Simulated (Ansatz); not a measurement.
# CH3NSi: one structure at several levels

An exercise on one series of results from a longer session: the logs are not shown, and one member is left open.

Method: single points in def2-TZVPP; program: Ansatz 0.2.0, Gaussian basis.

Cores are frozen in the correlated methods.

### Where the work starts

SMILES `C1=[SiH]N1`, 6 atoms, charge 0, spin multiplicity 1.

Atoms are counted from 1 here; the program's logs count them from 0.

Bond lengths: C1–Si2 1.689 Å, C1–N3 1.533 Å, C1–H4 0.956 Å, Si2–N3 1.735 Å, Si2–H5 1.589 Å, N3–H6 1.178 Å. Angles: Si2–C1–N3 64.9°, Si2–C1–H4 110.2°, N3–C1–H4 84.9°, C1–Si2–N3 53.2°, C1–Si2–H5 177.3°, N3–Si2–H5 124.5°, C1–N3–Si2 61.9°, C1–N3–H6 107.9°, Si2–N3–H6 115.7°.

As a file:

```mol
CH3NSi
  3D, bonds by distance, orders not assigned

  6  6  0  0  0  0  0  0  0  0999 V2000
   -0.6967   -0.9533    0.0992 C   0  0
    0.4985   -0.0830   -0.7183 Si  0  0
   -0.4058    0.4413    0.6666 N   0  0
   -1.5604   -0.5978   -0.1032 H   0  0
    1.6396    0.7700   -1.4231 H   0  0
    0.1281    0.3046    1.7076 H   0  0
  1  2  8  0
  1  3  8  0
  1  4  8  0
  2  3  8  0
  2  5  8  0
  3  6  8  0
M  END
```

The first run:

The input, run/in.yaml:

```yaml
crystal:
  periodic: [false, false, false]
  atoms:
    - {symbol: C, position_ang: [-0.696700, -0.953300, 0.099200]}
    - {symbol: Si, position_ang: [0.498500, -0.083000, -0.718300]}
    - {symbol: N, position_ang: [-0.405800, 0.441300, 0.666600]}
    - {symbol: H, position_ang: [-1.560400, -0.597800, -0.103200]}
    - {symbol: H, position_ang: [1.639600, 0.770000, -1.423100]}
    - {symbol: H, position_ang: [0.128100, 0.304600, 1.707600]}
basis:
  gaussian: {orbitals: def2-TZVPP}
correlation: {method: ccsd_t}
output: {forces: true}
```

No record of the launch command was kept for these runs.

Steps of the session up to this table: CCSD(T)/def2-TZVPP; PBE0-D4/def2-TZVPP; wB97M-V/def2-TZVPP; r2SCAN-D4/def2-TZVPP; PBE-D4/def2-TZVPP; r2SCAN0-D4/def2-TZVPP; B97M-V/def2-TZVPP.

One table of the session follows, with a row left open; its other results are not shown here.

| method | RMS force component (eV/Å) | angle to CCSD(T) forces (°) | dipole (D) |
| --- | --- | --- | --- |
| CCSD(T) | 2.953 | reference | 3.01 |
| PBE0-D4 | 2.888 | 5.8 | 3.37 |
| wB97M-V | ? | ? | ? |
| r2SCAN-D4 | 2.871 | 3.7 | 3.21 |
| PBE-D4 | 2.885 | 3.8 | 3.04 |
| r2SCAN0-D4 | 2.883 | 7.0 | 3.47 |
| B97M-V | 2.832 | 5.1 | 3.10 |

Q: Estimate the row for wB97M-V from the others.

As computed: RMS force component (eV/Å): 2.891; angle to CCSD(T) forces (°): 5.7; dipole (D): 3.55. In the column «RMS force component (eV/Å)» it lies between PBE0-D4 (2.888) and CCSD(T) (2.953).
